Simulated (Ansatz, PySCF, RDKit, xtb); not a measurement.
# BSiHF+: a search for the lowest isomer

Task: start from the formula BSiHF+ (charge +1), draw up candidate structures, narrow them down in stages, and characterise the one that lies lowest at 298.15 K.

The funnel: GFN2-xTB relaxations, single points with a density functional, relaxations at B3LYP-D4/def2-TZVP, harmonic vibrations, and a last energy at a higher level. All values are calculated.

7 further runs of the same task are left out: 7 set aside as unsound or not needed.

## Step 1: Possible bonding patterns

All bonding patterns within simple valence rules are listed by program: one Lewis structure each, at most two rings and one unusual centre or charged pair. O–O, O–halogen and N–halogen bonds and N–N–N chains are not drawn. That gives 3 candidates.

```
label       SMILES     spin
 c209  [B+]=[SiH]F  singlet
 c350     B=[Si+]F  singlet
 c751    FB=[SiH+]  singlet
```

Candidates are built by distance geometry, with a force field where one applies, in up to four conformers (letters a to d). 6 starts with atoms placed at random are added, to find patterns that the rules miss.

## Step 2: First filter: tight binding

All 9 starts are relaxed the same way. One of them, c049 (atoms placed at random), in full:

start.xyz

```xyz
4
c049
B     -0.733260     0.716170    -0.956470
F     -1.131990     1.140210     0.155550
Si     0.388710    -0.081520     1.573690
H      1.502570    -0.810500     0.840040
```

Started as:

```bash
$ xtb start.xyz --gfn 2 --opt --chrg 1
```

What it wrote, shortened:

```text
* xtb version 6.7.1
[...]
          :  # basis functions                  19          :
[...]
          :  # electrons                        14          :
[...]
          :  Hamiltonian                  GFN2-xTB          :
[...]
          :  net charge                          1          :
          :  unpaired electrons                  0          :
[...]
   *** convergence criteria satisfied after 13 iterations ***
[...]
   *** GEOMETRY OPTIMIZATION CONVERGED AFTER 23 ITERATIONS ***
[...]
   *** convergence criteria satisfied after 3 iterations ***
[...]
         ::                     SUMMARY                     ::
         :::::::::::::::::::::::::::::::::::::::::::::::::::::
         :: total energy              -7.693199950576 Eh    ::
         :: gradient norm              0.000352279706 Eh/a0 ::
         :: HOMO-LUMO gap              0.960427415006 eV    ::
         ::.................................................::
         :: SCC energy                -7.743025607606 Eh    ::
         :: -> isotropic ES            0.138749757033 Eh    ::
         :: -> anisotropic ES         -0.007652369011 Eh    ::
         :: -> anisotropic XC         -0.010945528340 Eh    ::
         :: -> dispersion             -0.001201090740 Eh    ::
         :: repulsion energy           0.049825657030 Eh    ::
         :: add. restraining           0.000000000000 Eh    ::
         :: total charge               1.000000000000 e     ::
         :::::::::::::::::::::::::::::::::::::::::::::::::::::
[...]
         7        2.0000           -0.5936287             -16.1535 (HOMO)
         8                         -0.5583336             -15.1930 (LUMO)
[...]
     #   Z          covCN         q      C6AA      α(0)
     1   5 B        1.671     0.342    34.672    12.409
     2   9 F        0.723    -0.027     9.604     3.660
     3  14 Si       1.867     0.568   176.474    28.232
     4   1 H        0.918     0.118     1.634     1.999
[...]
     #   Z sym  total        # sym  WBO       # sym  WBO       # sym  WBO
 ---------------------------------------------------------------------------
     1   5 B    3.047 --     3 Si   1.481     2 F    1.476
     2   9 F    1.573 --     1 B    1.476
     3  14 Si   2.467 --     1 B    1.481     4 H    0.893
     4   1 H    0.986 --     3 Si   0.893
 ---------------------------------------------------------------------------
[...]
molecular dipole:
                 x           y           z       tot (Debye)
 q only:        0.656       0.021       1.232
   full:        0.626       0.057       1.322       3.722
molecular quadrupole (traceless):
[...]
          | TOTAL ENERGY               -7.693199950576 Eh   |
          | GRADIENT NORM               0.000352279706 Eh/α |
          | HOMO-LUMO GAP               0.960427415006 eV   |
           -------------------------------------------------
[...]
```

It took 0.2 s on 1 thread of AMD EPYC (Zen 3), shared host.

## Step 3: The minima found

9 of the 9 relaxations converged; 4 ended on a minimum already found. 5 distinct structures remain:

```
label             start   SMILES after     spin  energy (kcal/mol)
 c931            random  [F][BH][Si] ‡  singlet                0.0
c751a  drawn and random      FB=[SiH+]  singlet               17.9
c350a             drawn       B=[Si+]F  singlet               18.2
c209a             drawn    [B+]=[SiH]F  singlet               60.8
 c539            random  [FH][B][Si] ‡  singlet               92.1
```

‡ marks the bonded skeleton alone, with all bonds drawn single: no Lewis structure was assigned that passes a check against the bond lengths.

## Step 4: Screening with a density functional

A choice of the minima (the low ones first, few conformers of a pattern, up to a cap) and the lowest that fell apart get a single point at r2SCAN-D4/def2-SVP on the tight-binding geometry, and one at HF/STO-3G for comparison. The lowest singlets are also tried as triplets at the same geometry (label ending in t). The first, c931:

input.yaml

```yaml
basis:
  gaussian: {orbitals: def2-SVP}
crystal:
  periodic: [false, false, false]
  atoms:
    - {symbol: B, position_ang: [0.287104, 0.823621, 0.191920]}
    - {symbol: F, position_ang: [0.647639, 1.364412, -0.913014]}
    - {symbol: Si, position_ang: [-1.800987, 0.632622, 0.447670]}
    - {symbol: H, position_ang: [1.107184, 0.481945, 0.961984]}
total_charge: 1
hamiltonian: {xc: {name: r2SCAN}, dispersion: d4}
scf: {lower_state_search: off}
output: {orbitals: {seedname: orbitals}}
```

Started as:

```bash
$ ansatz run input.yaml --threads 1 --pin off --max-ram 2610MiB --events-out events.jsonl --progress --plain --runs-dir runs
```

What it wrote, shortened:

```text
Warning: RAYON_NUM_THREADS=1 ignored (pool sized by the plan → 1); use --threads N
Functional definition: r2SCAN
  name "r2SCAN"
[...]
556 factors; their error is unknown
[...]
mean field -11269.08936161 eV, -414.1313955762 hartree, gradient 5.4e-6 eV, S^2 0.000000; 0 other end points of the search recorded, 0 dependent functions left out
reference -11269.08936997 eV, -414.1313958832 hartree; 14, 14 occupied and 37, 37 virtual orbitals, 556 factors
Total energy: -11269.09994933 eV, -414.1317846675 hartree
Checks for a lower state left out: stability, starts, cluster_reference, orbital_swaps, neighbouring_geometries, increment
```

Wall time 2.3 s (1 thread of AMD EPYC (Zen 3), shared host).

Relative energies in kcal/mol, each column from its lowest structure that stays in one piece:

```
 label         SMILES     spin  GFN2-xTB  HF/STO-3G  r2SCAN-D4/def2-SVP
  c931  [F][BH][Si] ‡  singlet       0.0        0.0                 0.0
c751at      FB=[SiH+]  triplet         –          –                 2.1
 c931t  [F][BH][Si] ‡  triplet         –          –                 6.5
 c751a      FB=[SiH+]  singlet      17.9       38.2                11.0
c350at       B=[Si+]F  triplet         –          –                28.9
 c350a       B=[Si+]F  singlet      18.2      120.8                55.3
 c209a    [B+]=[SiH]F  singlet      60.8      122.9                75.4
```

‡ marks the bonded skeleton alone, with all bonds drawn single: no Lewis structure was assigned that passes a check against the bond lengths.

## Step 5: Relaxing the best candidates

4 candidates are relaxed at B3LYP-D4/def2-TZVP (chosen among the lowest in one piece, with other spins of them). The first, c931:

Changes to input.yaml since step 4:

```diff
@@ -1,3 +1,4 @@
 basis:
-  gaussian: {orbitals: def2-SVP}
+  gaussian:
+    orbitals: def2-TZVP
 crystal:
@@ -10,4 +11,8 @@
 total_charge: 1
-hamiltonian: {xc: {name: r2SCAN}, dispersion: d4}
-scf: {lower_state_search: off}
-output: {orbitals: {seedname: orbitals}}
+hamiltonian:
+  xc: {name: B3LYP}
+  dispersion: d4
+scf:
+  lower_state_search: off
+relax:
+  f_tol: 0.003
```

Started as:

```bash
$ ansatz run input.yaml --threads 1 --pin off --max-ram 2610MiB --events-out events.jsonl --progress --plain --runs-dir runs
```

What it wrote, shortened:

```text
Warning: RAYON_NUM_THREADS=1 ignored (pool sized by the plan → 1); use --threads N
[...]
Functional definition: B3LYP
  name "B3LYP"
[...]
630 factors; their error is unknown
[...]
mean field -11279.36527951 eV, -414.5090285935 hartree, gradient 8.0e-6 eV, S^2 0.000000; 0 other end points of the search recorded, 0 dependent functions left out
[...]
reference -11279.36548384 eV, -414.5090361027 hartree; 14, 14 occupied and 91, 91 virtual orbitals, 630 factors
relax step   1: F+E_penalty+E_count = -11279.44785789 eV  Δ(F+E_penalty+E_count) = +0.000e0 eV  max|allowed force component| = 1.135e0 eV/Å  Δτ_max = 0.0000 Å  (16 SCF iters, accepted)
[...]
relax step   4: F+E_penalty+E_count = -11279.48393108 eV  Δ(F+E_penalty+E_count) = -1.019e-5 eV  max|allowed force component| = 6.691e-3 eV/Å  Δτ_max = 0.0008 Å  (15 SCF iters, accepted)
[...]
relax step   5: F+E_penalty+E_count = -11279.48393276 eV  Δ(F+E_penalty+E_count) = -1.681e-6 eV  max|allowed force component| = 5.673e-4 eV/Å  Δτ_max = 0.0005 Å  (14 SCF iters, accepted)
Total energy: -11279.48413927 eV, -414.5133966092 hartree
Atom 0 at     0.309501     0.831219     0.177635 Å, force    -0.000225    -0.000159     0.000151 eV/Å
Atom 1 at     0.659100     1.381888    -0.948722 Å, force     0.000567     0.000118    -0.000147 eV/Å
Atom 2 at    -1.824369     0.622826     0.466501 Å, force    -0.000437    -0.000101     0.000217 eV/Å
Atom 3 at     1.096709     0.466668     0.993147 Å, force     0.000095     0.000143    -0.000221 eV/Å
Dipole moment:    -0.742358    -0.265165     0.502990 e Å
Checks for a lower state left out: stability, starts, cluster_reference, orbital_swaps, neighbouring_geometries, increment
```

It took 19 s on 1 thread of AMD EPYC (Zen 3), shared host.

Energy change by step (eV): 0.0000, -0.0323, -0.0361, -0.0361, -0.0361.

After the run. Bond lengths: B1–F2 1.302 Å, B1–Si3 2.163 Å, B1–H4 1.191 Å. Angles: F2–B1–Si3 114.9°, F2–B1–H4 123.0°, Si3–B1–H4 122.1°.

## Step 6: The relaxed candidates

```
 label     spin  r2SCAN-D4/def2-SVP (kcal/mol)  B3LYP-D4/def2-TZVP, relaxed (kcal/mol)  time
 c751a  singlet                           11.0                                     0.0  37 s
  c931  singlet                            0.0                                     6.5  19 s
c751at  triplet                            2.1                                    15.9  84 s
 c931t  triplet                            6.5                                    19.1  88 s
```

c751a: Bond lengths: B1–F2 1.232 Å, B1–Si3 2.129 Å, Si3–H4 1.519 Å. Angles: F2–B1–Si3 173.3°, B1–Si3–H4 82.2°.

c931: Bond lengths: B1–F2 1.302 Å, B1–Si3 2.163 Å, B1–H4 1.191 Å. Angles: F2–B1–Si3 114.9°, F2–B1–H4 123.0°, Si3–B1–H4 122.1°.

c751at: Bond lengths: B1–F2 1.242 Å, B1–Si3 1.913 Å, Si3–H4 1.478 Å. Angles: F2–B1–Si3 171.7°, B1–Si3–H4 120.6°.

c931t: Bond lengths: B1–F2 1.274 Å, B1–Si3 2.145 Å, B1–H4 1.196 Å. Angles: F2–B1–Si3 120.9°, F2–B1–H4 133.6°, Si3–B1–H4 105.5°.

## Step 7: Harmonic analysis of the finalists

The lowest few in one piece go on as finalists (c931t drops out). Harmonic vibrations at B3LYP-D4/def2-TZVP test each finalist and give the zero-point energy and the thermal terms. The first, c751a:

input.yaml

```yaml
basis:
  gaussian: {orbitals: def2-TZVP}
crystal:
  periodic: [false, false, false]
  atoms:
    - {symbol: B, position_ang: [-0.621747, -0.953077, -1.899829]}
    - {symbol: F, position_ang: [-0.374462, -1.998085, -2.504249]}
    - {symbol: Si, position_ang: [-1.009544, 0.722898, -0.644723]}
    - {symbol: H, position_ang: [-1.225326, 1.411376, -1.981751]}
total_charge: 1
hamiltonian: {xc: {name: B3LYP}, dispersion: d4}
scf: {lower_state_search: off}
phonons: {}
```

Started as:

```bash
$ ansatz run input.yaml --threads 1 --pin off --max-ram 2610MiB --events-out events.jsonl --progress --plain --runs-dir runs
```

What it wrote, shortened:

```text
Warning: RAYON_NUM_THREADS=1 ignored (pool sized by the plan → 1); use --threads N
[... 2 set-up lines as earlier in the session ...]
[...]
630 factors; their error is unknown
[...]
mean field -11279.68218307 eV, -414.5206745848 hartree, gradient 3.0e-6 eV, S^2 0.000000; 0 other end points of the search recorded, 0 dependent functions left out
[...]
reference -11279.68238708 eV, -414.5206820817 hartree; 14, 14 occupied and 91, 91 virtual orbitals, 630 factors
[...]
630 factors; their error is unknown
mean field -11279.68216845 eV, -414.5206740473 hartree, gradient 1.7e-6 eV, S^2 0.000000; 0 other end points of the search recorded, 0 dependent functions left out
[...]
reference -11279.68237245 eV, -414.5206815442 hartree; 14, 14 occupied and 91, 91 virtual orbitals, 630 factors
[...]
630 factors; their error is unknown
[...]
630 factors; their error is unknown
mean field -11279.68215154 eV, -414.5206734259 hartree, gradient 6.8e-7 eV, S^2 0.000000; 0 other end points of the search recorded, 0 dependent functions left out
[...]
reference -11279.68235557 eV, -414.5206809240 hartree; 14, 14 occupied and 91, 91 virtual orbitals, 630 factors
Total energy: -11279.76800590 eV, -414.5238285156 hartree
Atom 0 at    -0.621747    -0.953077    -1.899829 Å, force     0.000370    -0.001244     0.000103 eV/Å
Atom 1 at    -0.374462    -1.998085    -2.504249 Å, force    -0.000136     0.000325    -0.000710 eV/Å
Atom 2 at    -1.009544     0.722898    -0.644723 Å, force    -0.000062     0.000495     0.002594 eV/Å
Atom 3 at    -1.225326     1.411376    -1.981751 Å, force    -0.000172     0.000425    -0.001988 eV/Å
Dipole moment:    -0.059688     0.249089     0.119852 e Å
Vibrations: 205.08 221.25 343.34 732.72 1637.80 2063.43 cm⁻¹, zero-point energy 0.322583 eV
Checks for a lower state left out: stability, starts, cluster_reference, orbital_swaps, neighbouring_geometries, increment
```

Wall time 70 s (1 thread of AMD EPYC (Zen 3), shared host).

## Step 8: Thermal terms of the finalists

At 298.15 K and 1 atm, ideal gas, rigid rotor and harmonic oscillator:

```
 label         SMILES     spin  point group  lowest mode (cm⁻¹)  zero-point (kcal/mol)  G − E (kcal/mol)
 c751a  [F][B][SiH] ‡  singlet           Cs                 205                    7.4              -8.8
  c931  [F][BH][Si] ‡  singlet           Cs                 157                    9.0              -7.4
c751at      FB=[SiH+]  triplet           Cs                 262                    8.0              -8.6
```

‡ marks the bonded skeleton alone, with all bonds drawn single: no Lewis structure was assigned that passes a check against the bond lengths.

## Step 9: The final energy

Single points at CCSD(T)/def2-TZVPP on the refined geometries decide the order.

c751a, CCSD(T)/def2-TZVPP:

Changes to input.yaml since step 7:

```diff
@@ -1,3 +1,4 @@
 basis:
-  gaussian: {orbitals: def2-TZVP}
+  gaussian:
+    orbitals: def2-TZVPP
 crystal:
@@ -10,4 +11,4 @@
 total_charge: 1
-hamiltonian: {xc: {name: B3LYP}, dispersion: d4}
-scf: {lower_state_search: off}
-phonons: {}
+correlation:
+  method: ccsd_t
+  frozen_orbitals: {H: 0, F: 1, Si: 5, B: 1}
```

Started as:

```bash
$ ansatz run input.yaml --threads 1 --pin off --max-ram 2610MiB --events-out events.jsonl --progress --plain --runs-dir runs
```

What it wrote, shortened:

```text
Warning: RAYON_NUM_THREADS=1 ignored (pool sized by the plan → 1); use --threads N
Functional definition: HF
  name "HF"
[...]
730 factors; integrals over basis functions are off by at most 8.0e-4 eV
[...]
mean field -11248.81963808 eV, -413.3864969757 hartree, gradient 4.9e-6 eV, S^2 0.000000; 0 other end points of the search recorded, 0 dependent functions left out; unrestricted orbitals would lower it
[...]
7 core orbitals not correlated: weight in the atoms' cores, before any rotation towards them, 1.000 or more for the frozen orbitals, at most 0.000 for the correlated occupied ones
reference -11248.81963808 eV, -413.3864969757 hartree; 7, 7 occupied and 104, 104 virtual orbitals, 730 factors
second order -10.99712719 eV of doubles, -0.00000000 eV of singles
cycle   1  -11.28638603 eV  change   -2.9e-1 eV  update   9.8e-2
[...]
cycle  11  -11.75309806 eV  change    2.4e-6 eV  update   7.5e-6
perturbative correction -0.41181266 eV, -0.0151338361 hartree
Total energy: -11260.98454881 eV, -413.8335491992 hartree
```

Wall time 17 s (1 thread of AMD EPYC (Zen 3), shared host); peak memory 0.48 GiB.

## Step 10: c931 at CCSD(T)/def2-TZVPP

input.yaml

```yaml
crystal:
  periodic: [false, false, false]
  atoms:
    - {symbol: B, position_ang: [0.309501, 0.831219, 0.177635]}
    - {symbol: F, position_ang: [0.659100, 1.381888, -0.948722]}
    - {symbol: Si, position_ang: [-1.824369, 0.622826, 0.466501]}
    - {symbol: H, position_ang: [1.096709, 0.466668, 0.993147]}
basis:
  gaussian: {orbitals: def2-TZVPP}
correlation: {method: ccsd_t, frozen_orbitals: {H: 0, F: 1, Si: 5, B: 1}}
total_charge: 1
```

Started as:

```bash
$ ansatz run input.yaml --threads 1 --pin off --max-ram 2610MiB --events-out events.jsonl --progress --plain --runs-dir runs
```

What it wrote, shortened:

```text
Warning: RAYON_NUM_THREADS=1 ignored (pool sized by the plan → 1); use --threads N
[... 2 set-up lines as earlier in the session ...]
[...]
731 factors; integrals over basis functions are off by at most 8.7e-4 eV
[...]
mean field -11248.62555632 eV, -413.3793646025 hartree, gradient 1.3e-6 eV, S^2 0.000000; 2 other end points of the search recorded, 0 dependent functions left out; unrestricted orbitals would lower it
7 core orbitals not correlated: weight in the atoms' cores, before any rotation towards them, 1.000 or more for the frozen orbitals, at most 0.000 for the correlated occupied ones
reference -11248.62555632 eV, -413.3793646025 hartree; 7, 7 occupied and 104, 104 virtual orbitals, 731 factors
second order -10.89846065 eV of doubles, -0.00000000 eV of singles
cycle   1  -11.22453265 eV  change   -3.3e-1 eV  update   9.5e-2
[...]
cycle  13  -11.69170217 eV  change   -7.3e-7 eV  update   7.1e-6
perturbative correction -0.36612492 eV, -0.0134548425 hartree
Total energy: -11260.68338340 eV, -413.8224815747 hartree
```

Wall time 21 s (1 thread of AMD EPYC (Zen 3), shared host); peak memory 0.48 GiB.

For c751a, c931 the log finds that unrestricted Hartree-Fock orbitals lie lower, a sign to watch the closed-shell reference there.

## Step 11: Putting it together

Energies in kcal/mol from c751a; G adds the thermal terms to the CCSD(T)/def2-TZVPP energy. The columns left of the relaxed level are at the tight-binding geometries.

```
 label         SMILES     spin  r2SCAN-D4/def2-SVP  B3LYP-D4/def2-TZVP  HF/def2-TZVPP  MP2/def2-TZVPP  CCSD(T)/def2-TZVPP     G  share at equilibrium     T1
 c751a  [F][B][SiH] ‡  singlet                 0.0                 0.0            0.0             0.0                 0.0   0.0               100.0 %  0.018
  c931  [F][BH][Si] ‡  singlet               -11.0                 6.5            4.5             6.8                 6.9   8.4               < 0.1 %  0.016
c751at      FB=[SiH+]  triplet                -8.9                15.9            3.4            14.8                18.2  18.5               < 0.1 %  0.021
```

‡ marks the bonded skeleton alone, with all bonds drawn single: no Lewis structure was assigned that passes a check against the bond lengths.

Lowest found: c751a, `[F][B][SiH]` ‡, a singlet of point group Cs. Bond lengths: B1–F2 1.232 Å, B1–Si3 2.129 Å, Si3–H4 1.519 Å. Angles: F2–B1–Si3 173.3°, B1–Si3–H4 82.2°.

```xyz
4

B    -0.6217   -0.9531   -1.8998
F    -0.3745   -1.9981   -2.5042
Si   -1.0095    0.7229   -0.6447
H    -1.2253    1.4114   -1.9818
```

‡ marks the bonded skeleton alone, with all bonds drawn single: no Lewis structure was assigned that passes a check against the bond lengths.

## Step 12: Density, orbitals and dipole (PBE0/def2-TZVPD)

input.yaml

```yaml
crystal:
  periodic: [false, false, false]
  atoms:
    - {symbol: B, position_ang: [-0.621747, -0.953077, -1.899829]}
    - {symbol: F, position_ang: [-0.374462, -1.998085, -2.504249]}
    - {symbol: Si, position_ang: [-1.009544, 0.722898, -0.644723]}
    - {symbol: H, position_ang: [-1.225326, 1.411376, -1.981751]}
basis:
  gaussian: {orbitals: def2-TZVPD}
output: {forces: true, orbitals: {seedname: orbitals}}
total_charge: 1
hamiltonian: {xc: pbe0}
```

Started as:

```bash
$ ansatz run input.yaml --threads 1 --pin off --max-ram 2610MiB --events-out events.jsonl --progress --plain --runs-dir runs
```

What it wrote, shortened:

```text
Warning: RAYON_NUM_THREADS=1 ignored (pool sized by the plan → 1); use --threads N
Functional definition: PBE0
  name "PBE0"
[...]
709 factors; their error is unknown
[...]
mean field -11271.97677729 eV, -414.2375061451 hartree, gradient 2.4e-5 eV, S^2 0.000000; 0 other end points of the search recorded, 0 dependent functions left out
[...]
reference -11271.97680709 eV, -414.2375072402 hartree; 14, 14 occupied and 115, 115 virtual orbitals, 709 factors
Total energy: -11271.97680709 eV, -414.2375072402 hartree
Atom 0 at    -0.621747    -0.953077    -1.899829 Å, force     0.005097    -0.020747    -0.007762 eV/Å
Atom 1 at    -0.374462    -1.998085    -2.504249 Å, force    -0.031738     0.133390     0.072557 eV/Å
Atom 2 at    -1.009544     0.722898    -0.644723 Å, force     0.031893    -0.124081     0.012013 eV/Å
Atom 3 at    -1.225326     1.411376    -1.981751 Å, force    -0.005252     0.011438    -0.076807 eV/Å
Dipole moment:    -0.060473     0.249862     0.100547 e Å
```

It took 6.3 s on 1 thread of AMD EPYC (Zen 3), shared host.

(Part 1 of 2 ends here.)
